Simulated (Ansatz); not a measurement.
Q: Name a neutral molecule of C, N, O and H with ideal-gas entropy at 298 K and 1 bar (rigid rotor, harmonic PBE0-D4/def2-TZVP) between 272 and 288 J/(mol·K) and HOMO energy (ωB97M-V/def2-TZVPP) between -9.70 and -9.40 eV (Ansatz, PBE0-D4/def2-TZVP geometry).

A: `C/C=N/O` (286 J/(mol·K), -9.66 eV). Other molecules can fit too; these were computed, each in one conformer that needn't be the lowest.
